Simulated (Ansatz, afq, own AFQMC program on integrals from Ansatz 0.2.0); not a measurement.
**BHBr, quartet in cc-pVDZ, levels against CCSDT(Q)**

```xyz
3

B     0.0000   -0.6063    1.8277
Br    0.0000   -0.0611   -3.5387
H     0.0000    0.6674    1.7110
```

Connectivity, by distances: BH ··· Br.

Basis cc-pVDZ. Only valence electrons are correlated. Ansatz 0.2.0 and our own AFQMC program on the same integrals; the CISD trial comes from CCSD amplitudes, and released means the phaseless constraint is let go. ± is one standard error of the sampling. No spin–orbit coupling.

Determinant: UHF, the one that the program's search chose, which needn't be the lowest solution. The geometry is a point of a scan.

No full CI on the walks' own integrals is used here; CCSDT(Q) serves as the reference and is uncertain by about the last step of the cluster series.

Cautions: no relativity below Rb; no spin-orbit coupling; inner d shell frozen; lower spins were not checked.

* T1 diagnostic: 0.0124
* weight of the determinant in the CISD state: 0.913
* ⟨S²⟩ of the determinant: 3.758
* size of the correlated space: 11 electrons in 31 orbitals

```csv
level,correlation energy (eV)
MP2,-3.6327
CCSD,-4.4336
CCSD(T),-4.4815
```

Q: Estimate where phaseless AFQMC with a CISD trial lies against CCSD(T) on the same integrals.

A: 0.2 ± 0.5 kJ/mol above CCSD(T). The gap is under twice the noise, so this walk alone can't tell the two apart.

Reference: CCSDT(Q), correlation energy -4.501 eV. The released energy is read at 2.40 1/Eh (meV from the phaseless value at times in 1/Eh: -4 ± 5 at 0.24, -9 ± 5 at 0.51, -15 ± 5 at 0.99, -24 ± 8 at 1.62, -16 ± 8 at 2.40).

| level | E − E(reference) (kJ/mol) | share of correlation (%) |
| --- | --- | --- |
| CCSD(T) | 1.8 | 99.58 |
| CCSDT | 0.4 | 99.91 |
| ph-AFQMC/CISD | 2.0 ± 0.5 | 99.54 |
| released AFQMC | 0.4 ± 0.8 | 99.90 |

A walk keeps the symmetry of its determinant, which the program's search chose and which needn't be the lowest solution, so a lower state of the same spin and another symmetry isn't excluded. Released energies are given only where the last usable release times agree within the noise; a slower fall can still hide under it.
